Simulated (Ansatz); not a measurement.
Species: cyclopropane, C3H6, charge 0, multiplicity 1. SMILES: C1CC1
Geometry: optimised at B3LYP-D3(BJ)/def2-TZVP (Ansatz, a quantum-chemistry and plane-wave program).

Property: vertical ionisation energy to the doublet, in eV. Conventions: six Cartesian d functions in 6-31G* and its kin unless marked 5d; 6-311+G** with 5d; UHF or UKS for open shells; no dispersion term unless named; non-relativistic; each state is the SCF solution reached for its charge and spin; spin-orbit terms left out. First-principles rows: single points at B3LYP-D3(BJ) geometries (Ansatz).

| level | program | vertical ionisation energy to the doublet (eV) |
|---|---|---|
| B3LYP/STO-3G | Ansatz | 10.28 |
| B3LYP/3-21G | Ansatz | 10.90 |
| B3LYP/6-31G* | Ansatz | 10.65 |
| B3LYP/6-311+G** | Ansatz | 10.83 |
| B3LYP/def2-TZVPD | Ansatz | 10.82 |

No value to compare with is used here. The 4 habitual levels span 10.28 (B3LYP/STO-3G) to 10.90 eV (B3LYP/3-21G); B3LYP/def2-TZVPD gives 10.82.

The sets are all those run for this method; runs whose electronic state is in doubt are left out.
